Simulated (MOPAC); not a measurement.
MOPAC input (PM3):

```
PM3 PRECISE GNORM=0.05 LET XYZ UHF MS=0.5 GEO-OK AUX(PRECISION=9) THREADS=1
C2H4Cl

C     0.17374100 1    0.87290308 1   -0.00032070 1
C     1.58893377 1    0.53736175 1   -0.01617525 1
Cl   -0.85056784 1   -0.69876990 1    0.00792755 1
H    -0.14506536 1    1.39307162 1    0.89742769 1
H    -0.16432700 1    1.39624905 1   -0.88913114 1
H     2.10649887 1    0.31243964 1    0.90551097 1
H     2.08649814 1    0.31573899 1   -0.94960019 1
```

Question: What heat of formation does the run end on?

Answer: 11.83 kcal/mol.
